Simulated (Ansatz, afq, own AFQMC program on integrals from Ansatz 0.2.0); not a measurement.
# N$_{2}$H, doublet → N₂H⁻, triplet

```xyz
3

N     0.0000   -0.1292    0.5306
N     0.0000    0.0784   -0.6154
H     0.0000    0.7060    1.1777
```

Connectivity, by distances: NH–N.

E(triplet, charge -1) − E(doublet, charge +0) at this geometry, on UHF and UHF determinants.

Basis aug-cc-pVDZ. Only valence electrons are correlated. Ansatz 0.2.0 and our own AFQMC program on the same integrals; the CISD trial comes from CCSD amplitudes, and released means the phaseless constraint is let go. ± is one standard error of the sampling. The errors of all members are added in quadrature.

No full CI on the walks' own integrals is used here; CCSDT(Q) serves as the reference and is uncertain by about the last step of the cluster series. Each member takes its own surest rung, up to full CI.

Errors are counted within aug-cc-pVDZ, not against nature.

Cautions: N₂H (doublet): unrestricted determinant slightly spin contaminated (⟨S²⟩ 0.85 against 0.75), its ph-AFQMC/CISD value lies 16 ± 5 meV above CCSDT(Q); N₂H⁻ (triplet): another spin lies lower, at this level and basis the anion state lies above a neutral one, unrestricted determinant slightly spin contaminated (⟨S²⟩ 2.09 against 2.00), its ph-AFQMC/CISD value lies 29 ± 6 meV above CCSDT(Q); at this level and basis the anion state lies above a neutral one.

Reference (CCSDT(Q)): 74.7 kJ/mol.

```
         level  vertical energy of electron attachment (kJ/mol)  error against CCSDT(Q) (kJ/mol)
            HF                                             90.4                             15.7
           MP2                                             74.5                             -0.2
          CCSD                                             76.6                              1.9
       CCSD(T)                                             74.9                              0.2
         CCSDT                                             75.0                              0.2
 ph-AFQMC/CISD                                       76.0 ± 0.7                        1.2 ± 0.7
released AFQMC                                       74.2 ± 0.7                       -0.5 ± 0.7
```

Correlation beyond CCSD(T) takes off 0.2 kJ/mol. The perturbative (T) step is worth −1.7 kJ/mol.

A walk keeps the symmetry of its determinant, which the program's search chose and which needn't be the lowest solution, so a lower state of the same spin and another symmetry isn't excluded. Released energies are given only where the last usable release times agree within the noise; a slower fall can still hide under it.
